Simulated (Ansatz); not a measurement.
**SiH2F2 (SMILES F[SiH2]F): functionals against CCSD(T) at one geometry**

An exercise on one series of results from a longer session: the logs are not shown, and one member is left open.

Method: single points in def2-TZVPP; program: Ansatz 0.2.0, Gaussian basis.

Cores are frozen in the correlated methods. B3LYP uses VWN-RPA correlation.

**Starting geometry**

SMILES `F[SiH2]F`, 5 atoms, charge 0, spin multiplicity 1.

Atoms are counted from 1 here; the program's logs count them from 0.

Bond lengths: F1–Si2 1.490 Å, Si2–F3 1.371 Å, Si2–H4 1.594 Å, Si2–H5 1.286 Å. Angles: F1–Si2–F3 108.6°, F1–Si2–H4 111.3°, F1–Si2–H5 106.5°, F3–Si2–H4 109.6°, F3–Si2–H5 112.7°, H4–Si2–H5 108.1°.

Geometry (Å):

```xyz
5

F    -0.9763    0.4408    0.8317
Si    0.0921   -0.0795   -0.0675
F     1.1474   -0.4954    0.7021
H    -0.4376   -1.2952   -0.9514
H     0.4052    0.8839   -0.8595
```

The first run:

run/in.yaml

```yaml
crystal:
  periodic: [false, false, false]
  atoms:
    - {symbol: F, position_ang: [-0.976300, 0.440800, 0.831700]}
    - {symbol: Si, position_ang: [0.092100, -0.079500, -0.067500]}
    - {symbol: F, position_ang: [1.147400, -0.495400, 0.702100]}
    - {symbol: H, position_ang: [-0.437600, -1.295200, -0.951400]}
    - {symbol: H, position_ang: [0.405200, 0.883900, -0.859500]}
basis:
  gaussian: {orbitals: def2-TZVPP}
correlation: {method: ccsd_t}
output: {forces: true}
```

The command line of these runs was not kept.

Among the steps run: CCSD(T)/def2-TZVPP; PBE0-D4/def2-TZVPP; wB97M-V/def2-TZVPP; r2SCAN-D4/def2-TZVPP; PBE-D4/def2-TZVPP; B3LYP-D4/def2-TZVPP; BLYP-D4/def2-TZVPP.

One table of the session follows, with a row left open; its other results are not shown here.

```
   method  RMS force component (eV/Å)  angle to CCSD(T) forces (°)  dipole (D)
  CCSD(T)                       5.534                    reference        0.74
  PBE0-D4                       5.433                          0.8        0.74
  wB97M-V                       5.526                          0.5        0.73
r2SCAN-D4                       5.456                          0.5        0.71
   PBE-D4                           ?                            ?           ?
 B3LYP-D4                       5.515                          0.6        0.74
  BLYP-D4                       5.743                          2.3        0.70
```

Estimate the missing values for PBE-D4.

The run gave: RMS force component (eV/Å): 5.676; angle to CCSD(T) forces (°): 1.8; dipole (D): 0.68. In the column «RMS force component (eV/Å)» it lies between CCSD(T) (5.534) and BLYP-D4 (5.743).
